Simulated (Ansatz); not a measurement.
# 1T (CdI2-type) SnSe₂

Level of theory: r²SCANh (Ansatz, a first-principles code, PAW).

Run with plane-wave cutoff 520 eV, 9×9×4 k mesh (along the axes of the cell as run), Fermi–Dirac smearing 0.01 eV, scalar-relativistic PAW data made under PBE.

Cell (relaxed at this level):

```yaml
crystal:
  lattice:
    - [1.91395, -3.31506, 0.00000]
    - [1.91395, 3.31506, 0.00000]
    - [0.00000, 0.00000, 6.54812]
  atoms:
    - { symbol: Sn, position: [0.00000, 0.00000, 0.00000] }
    - { symbol: Se, position: [0.33333, 0.66667, 0.23893] }
    - { symbol: Se, position: [0.66667, 0.33333, 0.76107] }
```

For 1T (CdI2-type) SnSe₂, the band gap is 1.49 eV and the smallest direct gap on the k points sampled is 1.97 eV. The direct gap at Γ is 2.23 eV.

Measured, for comparison: band gap 0.98 eV (temperature not stated, no zero-point or thermal correction, indirect, our sources range from 0.98 to 1.06; as tabulated in Gonzalez and Oleynik (2016), arXiv:1609.04381).

Note: the cell comes from a level without a dispersion term, which matters for the spacing of layers, chains or molecules; the cell has widely spaced layers and the level no dispersion term, so their spacing and the moduli can rest on weak binding.

Spin–orbit coupling is not included.

The computed numbers hold no vibrational or temperature effects.

It cost around 100 core-minutes (rough) of CPU time.
